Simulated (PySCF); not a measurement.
## AlN: mean field, correlation and small terms against distance

State: ³Π, triplet, unpaired electrons σ ↑, π ↑. ROHF-based CCSD(T) in PySCF 2.14 with Al cc-pV(T+d)Z, N cc-pVTZ and Al cc-pV(Q+d)Z, N cc-pVQZ (frozen core orbitals: 6; no relativity). Correlation energies are extrapolated as n⁻³ (n = 3, 4), Hartree–Fock as (n+1)·exp(−9√n). CV is the change on freezing 1 orbitals instead, in Al cc-pwCVTZ, N cc-pwCVTZ. SR is the spin-free X2C energy in Al cc-pVTZ-DK, N cc-pVTZ-DK less the non-relativistic one in Al cc-pVTZ, N cc-pVTZ. All energies in eV from Al + N.

```json
{"R (Å)": "1.5825", "HF/CBS": "0.170", "CCSD corr.": "-1.822", "(T)": "-0.2086", "CV": "-0.0556", "SR": "0.0030", "total": "-1.912"}
{"R (Å)": "1.6544", "HF/CBS": "-0.260", "CCSD corr.": "-1.796", "(T)": "-0.2116", "CV": "-0.0376", "SR": "0.0048", "total": "-2.300"}
{"R (Å)": "1.7263", "HF/CBS": "-0.486", "CCSD corr.": "-1.767", "(T)": "-0.2130", "CV": "-0.0242", "SR": "0.0058", "total": "-2.485"}
{"R (Å)": "1.7982", "HF/CBS": "-0.568", "CCSD corr.": "-1.740", "(T)": "-0.2136", "CV": "-0.0142", "SR": "0.0062", "total": "-2.529"}
{"R (Å)": "1.8702", "HF/CBS": "-0.547", "CCSD corr.": "-1.714", "(T)": "-0.2138", "CV": "-0.0071", "SR": "0.0062", "total": "-2.476"}
{"R (Å)": "1.9601", "HF/CBS": "-0.426", "CCSD corr.": "-1.685", "(T)": "-0.2144", "CV": "-0.0010", "SR": "0.0059", "total": "-2.321"}
{"R (Å)": "2.0500", "HF/CBS": "-0.238", "CCSD corr.": "-1.662", "(T)": "-0.2159", "CV": "0.0027", "SR": "0.0053", "total": "-2.108"}
```

A fit to the total gives Re = 1.7902 Å, De = 2.529 eV, ωe = 755.2 cm⁻¹, Be = 0.5706 cm⁻¹ (masses 26.9815 and 14.0031 u).

At R = 1.7982 Å the CCSD correlation energy is -0.226330 hartree in the smaller basis and -0.238281 in the larger. Extrapolate it.

(4³·E4 − 3³·E3)/(4³ − 3³) = -0.24700 hartree; the larger basis holds 96.5 % of it.

The T1 diagnostic is 0.075, large enough to doubt a single reference. The state was picked by a PBE0 search and need not be the measured ground state. Spin–orbit coupling, excitations beyond (T) and corrections to the Born–Oppenheimer picture are left out.
